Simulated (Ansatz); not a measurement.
# C₂H₅FS: small, medium and large basis sets

Aim: see how fast density functionals converge with the basis set for C₂H₅FS.

Computed with Ansatz 0.2.0, Gaussian basis. Level: one geometry, several basis sets.

Plan: PBE0-D4/def2-SVP; ωB97M-V/def2-SVP; PBE0-D4/def2-QZVPP; ωB97M-V/def2-QZVPP; the functionals' def2-TZVPP values are taken from earlier runs.

## 1. The relaxed structure

All runs share one geometry, relaxed beforehand with PBE0-D4 in a triple-zeta def2 set.

9 atoms, charge 0, spin multiplicity 1.

Atoms are counted from 1 here; the program's logs count them from 0.

Bond lengths: C1–C2 1.506 Å, C1–H5 1.090 Å, C1–H6 1.092 Å, C1–H7 1.092 Å, C2–F3 1.384 Å, C2–S4 1.800 Å, C2–H8 1.094 Å, S4–H9 1.344 Å. Angles: C2–C1–H5 110.4°, C2–C1–H6 110.3°, C2–C1–H7 109.7°, H5–C1–H6 108.9°, H5–C1–H7 109.1°, H6–C1–H7 108.5°, C1–C2–F3 108.6°, C1–C2–S4 114.3°, C1–C2–H8 111.4°, F3–C2–S4 110.9°, F3–C2–H8 106.9°, S4–C2–H8 104.4°, C2–S4–H9 96.1°.

## 2. PBE0-D4 in def2-SVP

in.yaml

```yaml
crystal:
  periodic: [false, false, false]
  atoms:
    - {symbol: C, position_ang: [0.156826, 0.601497, -0.697397]}
    - {symbol: C, position_ang: [0.249683, -0.645462, 0.141710]}
    - {symbol: F, position_ang: [1.413389, -0.590474, 0.888161]}
    - {symbol: S, position_ang: [-1.178973, -0.935042, 1.197798]}
    - {symbol: H, position_ang: [-0.718583, 0.558807, -1.345350]}
    - {symbol: H, position_ang: [0.080015, 1.483391, -0.058039]}
    - {symbol: H, position_ang: [1.053539, 0.697942, -1.313298]}
    - {symbol: H, position_ang: [0.313429, -1.542835, -0.481404]}
    - {symbol: H, position_ang: [-1.280824, 0.325877, 1.650719]}
basis:
  gaussian: {orbitals: def2-SVP}
hamiltonian: {xc: pbe0, dispersion: d4}
output: {orbitals: {seedname: orbitals}}
```

Command:

```
ansatz run in.yaml --threads 2 --pin off --events-out ev --progress --plain --max-ram 4352MiB
```

The runs that follow: ωB97M-V in def2-SVP; PBE0-D4 in def2-QZVPP; ωB97M-V in def2-QZVPP.

Before running them: what should the planned runs give, taken together? Wanted: PBE0-D4: double and triple zeta above quadruple; ωB97M-V: double and triple zeta above quadruple.

**Answer**, as computed:

| quantity | value |
| --- | --- |
| PBE0-D4: double and triple zeta above quadruple | 10.15, 0.60 eV |
| ωB97M-V: double and triple zeta above quadruple | 10.33, 0.58 eV |

What this shows: For PBE0-D4 the step from double to triple zeta gains 9.55 eV and the next only 0.60 eV. Total energies overstate the basis error of differences, where much of it tends to cancel. The LUMO of ωB97M-V is positive and keeps falling with the basis (2.90 to 1.71 eV): an unbound level that the basis holds in place.
